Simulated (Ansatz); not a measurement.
Complex (SMILES): F (HF) with F (HF), atoms 1 to 2 the first; geometry from NCB31 set, monomers rigid:
```xyz
4

F      1.3237    -0.0902     0.0000
H      1.7404     0.7334     0.0000
F     -1.4572     0.0193     0.0000
H     -0.5393    -0.0947     0.0001
```

Interaction energy at MP2 with Ansatz (a program for electronic structure), kcal/mol, without and with the counterpoise correction (monomers among the partner's ghost functions). All functions are spherical. Cores are frozen. No added dispersion term, no relativity. Reference, counterpoise-corrected: Hartree-Fock in aug-cc-pV5Z plus the correlation part extrapolated as X^-3 from aug-cc-pVQZ and aug-cc-pV5Z, -4.48.

```tsv
basis	functions	uncorrected
STO-3G	12	-4.47
pcseg-1	38	-5.86
6-311G**	48	-6.19
6-311+G**	56	-4.71
def2-SVPD	62	-5.22
aug-cc-pVDZ	64	-4.63
pcseg-2	88	-4.52
6-311++G(3df,3pd)	114	-4.99
def2-QZVP	174	-4.63
def2-QZVPPD	198	-4.52
pcseg-4	324	-4.56
aug-cc-pV5Z	414	-4.60
```

**Question.** How large is the counterpoise correction in each set?

**Answer.** STO-3G 4.98, pcseg-1 1.58, 6-311G** 2.00, 6-311+G** 0.94, def2-SVPD 1.19, aug-cc-pVDZ 0.63, pcseg-2 0.40, 6-311++G(3df,3pd) 0.84, def2-QZVP 0.32, def2-QZVPPD 0.22, pcseg-4 0.14, aug-cc-pV5Z 0.15 kcal/mol. The corrected value lies nearer the reference in 6 of 12 rows.
